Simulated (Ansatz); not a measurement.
# PBE-QIDH/aug-cc-pVDZ run of C4H2 (1,3-butadiyne)

Aim: the energy change on altering one bond length of C4H2 (1,3-butadiyne) at PBE-QIDH/aug-cc-pVDZ, from 2 runs. 

Program for the calculation: Ansatz 0.2.0.

43 further runs of the same task are left out: 16 that didn't finish, 27 set aside as unsound or not needed.

### Step 1. The molecule

C4H2: 6 atoms, total charge 0, spin state singlet. As SMILES, `C#CC#C`. The shape is that of a PBE0-D4/def2-TZVP optimisation.

Bond lengths: C1–C2 1.205 Å, C2–C3 1.364 Å, C3–C4 1.205 Å, C1–H5 1.064 Å, C4–H6 1.064 Å. Angles: C1–C2–C3 180.0°, C2–C3–C4 180.0°, C2–C1–H5 180.0°, C3–C4–H6 180.0°.

### Step 2. A single-point energy at PBE-QIDH/aug-cc-pVDZ

run.yaml

```yaml
crystal:
  periodic: [false, false, false]
  atoms:
    - {symbol: C, position_ang: [1.419140, -1.102190, 0.574700]}
    - {symbol: C, position_ang: [0.512970, -0.398530, 0.207720]}
    - {symbol: C, position_ang: [-0.513080, 0.398350, -0.207780]}
    - {symbol: C, position_ang: [-1.419150, 1.102170, -0.574710]}
    - {symbol: H, position_ang: [2.219890, -1.723930, 0.898960]}
    - {symbol: H, position_ang: [-2.219770, 1.724120, -0.898890]}
basis:
  gaussian: {orbitals: aug-cc-pVDZ}
hamiltonian: {xc: {name: PBE-QIDH}}
correlation: {frozen_orbitals: {C: 1, H: 0}}
accuracy: high
output: {orbitals: {seedname: orbitals}}
```

Command:

```sh
$ ansatz run run.yaml --threads 1 --pin off --max-ram 3480MiB --events-out events.jsonl --progress --plain --runs-dir runs
```

Log:

```text
Warning: RAYON_NUM_THREADS=1 ignored (pool sized by the plan → 1); use --threads N
Functional definition: PBE-QIDH
  name "PBE-QIDH"
  parameter a = 3^(-1/3)
  parameter c = 1/3
  exchange = (1 - a)*pbe_x + a*exact_x
  correlation = (1 - c)*pbe_c + c*(mp2_os + mp2_ss)
1790 factors; integrals over basis functions are off by at most 2.5e-9 eV
mean field evaluation 1: about -4162.0183 eV, gradient 3.0e1 eV
mean field evaluation 2: about -4162.0139 eV, gradient 3.0e1 eV
mean field evaluation 4: about -4164.4466 eV, gradient 6.9e0 eV
mean field evaluation 8: about -4164.5574 eV, gradient 7.2e-2 eV
mean field evaluation 16: about -4164.5574 eV, gradient 4.5e-7 eV
mean field -4164.55739302 eV, -153.0446613549 hartree, gradient 3.5e-8 eV, S^2 0.000000; 0 other end points of the search recorded, 0 dependent functions left out
4 core orbitals not correlated: weight in the atoms' cores, before any rotation towards them, 1.000 or more for the frozen orbitals, at most 0.000 for the correlated occupied ones
reference -4164.55739521 eV, -153.0446614355 hartree; 9, 9 occupied and 97, 97 virtual orbitals, 1790 factors
second order -16.04791520 eV of doubles, -0.00000000 eV of singles
Total energy: -4169.90670027 eV, -153.2412447708 hartree
```

Wall time 14 s (1 thread of Intel Xeon Platinum 8175M at 2.50GHz (Skylake/Cascade Lake), shared host); peak memory 0.29 GiB.

### Step 3. The distorted shape, same level

input.yaml

```yaml
crystal:
  periodic: [false, false, false]
  atoms:
    - symbol: C
      position_ang: [1.726976, -1.341271, 0.699359]
    - symbol: C
      position_ang: [0.820806, -0.637611, 0.332379]
    - symbol: C
      position_ang: [-0.513080, 0.398350, -0.207780]
    - symbol: C
      position_ang: [-1.419150, 1.102170, -0.574710]
    - symbol: H
      position_ang: [2.527726, -1.963011, 1.023619]
    - symbol: H
      position_ang: [-2.219770, 1.724120, -0.898890]
basis:
  gaussian: {orbitals: aug-cc-pVDZ}
correlation: {frozen_orbitals: {C: 1, H: 0}}
hamiltonian: {xc: {name: PBE-QIDH}}
accuracy: high
output: {orbitals: {seedname: orbitals}}
```

Command:

```sh
$ ansatz run input.yaml --threads 1 --pin off --max-ram 3480MiB --events-out events.jsonl --progress --plain --runs-dir runs
```

Log:

```text
Warning: RAYON_NUM_THREADS=1 ignored (pool sized by the plan → 1); use --threads N
[... 6 set-up lines as earlier in the session ...]
1813 factors; integrals over basis functions are off by at most 2.6e-9 eV
mean field evaluation 1: about -4159.8450 eV, gradient 3.2e1 eV
mean field evaluation 2: about -4159.8425 eV, gradient 3.2e1 eV
mean field evaluation 4: about -4162.3157 eV, gradient 7.8e0 eV
mean field evaluation 8: about -4162.4706 eV, gradient 1.6e-1 eV
mean field evaluation 16: about -4162.4707 eV, gradient 2.0e-6 eV
mean field -4162.47068668 eV, -152.9679763117 hartree, gradient 1.8e-8 eV, S^2 0.000000; 0 other end points of the search recorded, 0 dependent functions left out
4 core orbitals not correlated: weight in the atoms' cores, before any rotation towards them, 1.000 or more for the frozen orbitals, at most 0.000 for the correlated occupied ones
reference -4162.47068896 eV, -152.9679763952 hartree; 9, 9 occupied and 97, 97 virtual orbitals, 1813 factors
second order -16.24645992 eV of doubles, -0.00000000 eV of singles
Total energy: -4167.88617560 eV, -153.1669918585 hartree
```

Wall time 14 s (1 thread of Intel Xeon Platinum 8175M at 2.50GHz (Skylake/Cascade Lake), shared host); peak memory 0.3 GiB.

### Step 4. Outcome

Level: PBE-QIDH/aug-cc-pVDZ, 4 core orbitals frozen.

```
                                                         quantity          value
                                        first shape: total energy  -153.24124 Eh
                   first shape: HOMO energy (SCF part's orbitals)       -9.37 eV
                   first shape: LUMO energy (SCF part's orbitals)        0.68 eV
                 first shape: HOMO–LUMO gap (SCF part's orbitals)       10.05 eV
                                    distorted shape: total energy  -153.16699 Eh
               distorted shape: HOMO energy (SCF part's orbitals)      -10.15 eV
               distorted shape: LUMO energy (SCF part's orbitals)        0.69 eV
             distorted shape: HOMO–LUMO gap (SCF part's orbitals)       10.84 eV
energy change with the C2–C3 bond stretched from 1.364 to 1.773 Å       2.021 eV
```

With the C2–C3 bond stretched from 1.364 to 1.773 Å the energy rises by 2.02 eV (47 kcal/mol). The first shape isn't relaxed at this level, so the change isn't measured from a minimum.
